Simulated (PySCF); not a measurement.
Mapped SMILES: `[CH3:1][CH2:2][CH2:3][C:4]([NH2:5])=[O:6]`. Each H is labelled by its parent atom. Ha(N5) is cis to the C=O or C=S heteroatom; Hb(N5) is trans to the C=O or C=S heteroatom.

Calculated, not measured (PySCF 2.14.0 with density-fitted response routines): GIAO PBE0/pcSseg-1 shieldings, geometry: GFN2-xTB. No solvent, one conformer, no relativistic terms, one averaged value for each set of equivalent atoms.

Chemical shifts δ = σref − σ; 13C (186.93 ppm), 1H (31.72 ppm) against TMS; NH3 for 15N (267.73 ppm); 17O (336.08 ppm) vs H2O, all at this level.

| atoms | nucleus | count | Hirshfeld charge | δ (ppm) |
| --- | --- | --- | --- | --- |
| Ha(N5) | 1H | 1 | 0.14 | ? |
| H(C2) | 1H | 2 | 0.04 | 1.67 |
| Hb(N5) | 1H | 1 | 0.14 | 4.69 |
| H(C1) | 1H | 3 | 0.04 | ? |
| N5 | 15N | 1 | -0.18 | 113.3 |
| H(C3) | 1H | 2 | 0.04 | 1.95 |
| C3 | 13C | 1 | -0.08 | 39.2 |
| C4 | 13C | 1 | 0.18 | 172.6 |
| C1 | 13C | 1 | -0.12 | 15.9 |
| O6 | 17O | 1 | -0.29 | ? |
| C2 | 13C | 1 | -0.07 | 21.5 |

Estimate the values marked ?.

Results:


- Ha(N5): 4.53 ppm, hydrogen on an amide-type nitrogen; labile proton, position sensitive to the medium
- H(C1): 0.97 ppm, hydrogen on a methyl carbon; far from electronegative atoms and π systems
- O6: 421.3 ppm, amide-type carbonyl oxygen

The OH or NH signal is concentration- and solvent-dependent in practice; the value given is the gas-phase one. The two substituents on the amide-type nitrogen aren't averaged: C–N rotation is slow on the NMR time scale. Shifts are as computed. Against solution values, carbons near 30 ppm lie about +3 ppm off and those near 130 ppm about +5 ppm. Of 1211 compounds with measured shifts, 218 miss one by over three times the rms of a fit or turn the order of signals round; such compounds aren't used in these exercises. Hydrogen bonding in solution shields acid and N–H amide carbonyl oxygens by tens of ppm. The C=O carbon of an acid or of an amide with N–H lies up to 10 ppm further downfield in solution, through hydrogen bonding that the calculation lacks. Unscaled 17O shifts of doubly bonded oxygen tend to come out too high, by tens of ppm or more. Experimental scales use liquid or dissolved standards, which lie at an offset from isolated NH3 (liquid NH3: subtract about 20 ppm) and H2O (liquid H2O: subtract about 36 ppm).
